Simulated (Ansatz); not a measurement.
ammonia (SMILES N) moved off its minimum; all values from Ansatz (a quantum-chemistry and plane-wave program), cores frozen in correlated methods.
(charge 0, multiplicity 1)
```xyz
4

N      0.0264    -0.0090     0.1049
H     -0.5905    -0.7572    -0.2794
H     -0.3902     0.8263    -0.2510
H      0.9269    -0.1094    -0.2901
```

Forces at MP2/aug-cc-pVTZ (eV/Å):

| atom | Fx | Fy | Fz |
|---|---|---|---|
| N1 | -1.895 | -1.237 | 0.219 |
| H2 | 0.972 | 0.657 | 0.498 |
| H3 | -0.004 | 0.713 | -0.163 |
| H4 | 0.927 | -0.134 | -0.554 |

Q: Give the forces (eV/Å), the total energy and the dipole at CCSD(T)/aug-cc-pVTZ.

A: 
| atom | Fx | Fy | Fz |
|---|---|---|---|
| N1 | -1.867 | -1.218 | 0.366 |
| H2 | 0.905 | 0.572 | 0.443 |
| H3 | -0.038 | 0.788 | -0.207 |
| H4 | 0.999 | -0.142 | -0.602 |
Energy -56.4787 hartree, dipole 1.51 D.
